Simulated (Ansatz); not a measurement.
Results of PBEsol (PAW; Ansatz, an electronic-structure program) for rock-salt MgS.

A relaxed, unreconstructed slab of the (110) face has 16 atoms, two equal faces of 18.987 Å² each and an energy of -22396.9277 eV. A bulk cell of 4 atoms with the same orientation and in-plane k mesh has -5599.8361 eV. Energies are extrapolated to zero smearing.

Run with plane-wave cutoff 500 eV, 6×8×1 k mesh (along the axes of the cell as run), gaussian smearing 0.02 eV, scalar-relativistic PAW data made under PBE.

Worked out: γ = (E_slab − N E_bulk per atom)/2A = [-22396.9277 − 16 × (-5599.8361/4)]/(2 × 18.987) = 0.0636 eV/Å². With 16.022 J/m² per eV/Å² this is 1.02 J/m², or 1.21 eV per surface cell and face.
